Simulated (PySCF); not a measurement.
SMILES C=N/N=C\C, C3H6N2

Cartesian coordinates in Å; atom numbers follow the order of the lines, from 1:
```xyz
11

C     2.2177    0.0517    0.0251
N     1.2483    0.0696   -0.7823
N     0.2165    0.8268   -0.8077
C    -0.9738    0.6304   -0.4381
C    -1.4815   -0.5375    0.3483
H     2.2513    0.6160    0.9549
H     3.0674   -0.5579   -0.2321
H    -1.6888    1.3882   -0.7296
H    -0.6742   -1.2345    0.5638
H    -1.9195   -0.1950    1.2856
H    -2.2580   -1.0552   -0.2139
```

Computed, not measured: GIAO KT3/MINI magnetisability, rotational g tensor and spin-rotation constants, non-relativistic, gas phase in PySCF. Geometry: GFN2-xTB.

**Question.** Give the nuclear spin-rotation constants along the inertial axes (H = +C I·J) beside the isotropic shieldings.

**Answer.** Rotational constants 13.3377, 3.3647, 2.8943 GHz. A star marks the isotopologue with that one atom substituted, in its own axes.
| atom | isotope | Caa (kHz) | Cbb (kHz) | Ccc (kHz) | mean (kHz) | σ (ppm) |
| --- | --- | --- | --- | --- | --- | --- |
| N2 | 14N | 2.998 | 0.380 | 0.374 | 1.250 | -34.1 |
| N3 | 14N | 3.386 | 0.473 | 0.187 | 1.349 | -28.1 |
| H6 | 1H | -1.436 | -0.390 | 0.153 | -0.558 | 24.3 |
| H7 | 1H | 0.100 | -0.341 | -0.221 | -0.154 | 24.1 |
| H8 | 1H | -0.507 | -0.068 | -0.323 | -0.299 | 24.2 |
| H9 | 1H | -0.776 | -0.214 | -0.365 | -0.452 | 28.8 |
| H10 | 1H | -1.253 | -0.405 | -0.097 | -0.585 | 28.7 |
| H11 | 1H | -0.748 | -0.451 | -0.160 | -0.453 | 28.6 |
| C1 | 13C* | 2.656 | 0.450 | 0.670 | 1.259 | 130.4 |
| C4 | 13C* | 2.888 | 0.755 | 0.300 | 1.314 | 135.6 |
| C5 | 13C* | 1.489 | 0.282 | 0.210 | 0.660 | 196.9 |

For the geometry as given, no vibrational averaging.
